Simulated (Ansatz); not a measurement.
One starting cell of Ta (a generated cell, Ta placed in the AFLOW prototype A_tI2_139_a (A_a)) was relaxed twice with Ansatz (plane waves, PAW, scalar-relativistic): with r2SCAN at 500 eV and with PBE at 420 eV. The r2SCAN result:

Ta is taken in the cubic space group Im-3m (No. 229), the bcc (W type) structure, Pearson symbol cI2. Lattice parameters: a = 3.3051 Å, b = 3.3051 Å, c = 3.3051 Å, α = 90.00°, β = 90.00°, γ = 90.00°. Ta on 2a is surrounded by 8 Ta at 2.862 Å and 6 Ta at 3.305 Å. (Neighbours: up to the widest gap in distance over summed covalent radii, below 1.35, at either atom.)
(The calculation used a cell of 1 atom; values per cell refer to that cell.)

| quantity | r2SCAN | PBE |
|---|---|---|
| space group | Im-3m | Im-3m |
| volume (Å³/atom) | 18.05 | 18.29 |
| a (Å) | 3.305 | 3.320 |
| gap (eV, no spin-orbit coupling) | 0.00 | 0.00 |

Both levels end in the same structure; PBE's volume is 1.3 % larger. Neither column is exact.

No spin polarisation in the result.

Measured for Ta: a 3.299 Å (static lattice; corrected from measurement; as listed in Daniel Mejia-Rodriguez, S. B. Trickey, Phys. Rev. B (2018)). Computed minus measured — a: r2SCAN +0.2 %, PBE +0.6 %. The computed values are for a static lattice.

The run could not lose the symmetry of its start.

Ansatz is a program for electronic structure.
